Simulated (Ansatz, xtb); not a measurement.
A geometry optimisation of BH3NSi with r2SCAN-D4/def2-SVP

The starting geometry of this gas-phase doublet was built from a drawn formula by distance geometry and a force field; its bonds are those of `[BH2-]1[N][SiH+]1`.

```xyz
6

B    -0.9565   -0.8096   -1.1759
N    -1.9178   -1.2931   -0.1072
Si   -1.1201    0.3035    0.3469
H     0.0308   -1.4557   -1.2190
H    -1.5160   -0.3548   -2.1656
H    -1.2195    1.6708    0.8408
```

Question: Where would you expect an optimisation with r2SCAN-D4/def2-SVP to take it?

Answer: A bond breaks, leaving `BN=[SiH]`. Distances that change by over a tenth: N2–Si3 (1.84 → 1.60 Å). Contacts that open: B1–Si3 (1.89 → 2.97 Å).

The energy falls by 3.11 eV over 20 steps:

```tsv
step	E − E(last) (eV)
1	3.109
3	1.628
5	0.733
7	0.281
9	0.069
12	0.019
14	0.010
16	0.007
18	0.000
20	0.000
```

Final geometry (Å):

```xyz
6

B    -0.9672   -1.0624   -1.4821
N    -1.0172   -0.1316   -0.4573
Si   -0.8595    1.0204    0.6375
H    -0.4536   -2.1481   -1.2968
H    -1.4563   -0.8052   -2.5645
H    -1.9454    1.1881    1.6834
```

From the same start GFN2-xTB reaches the same bonding as this run.

No frequencies were run, so the end isn't proven a minimum. Open shells are spin-unrestricted. Run with Ansatz 0.2.0, 110 s on 1 thread of Arm Neoverse V1, with other jobs on the host.
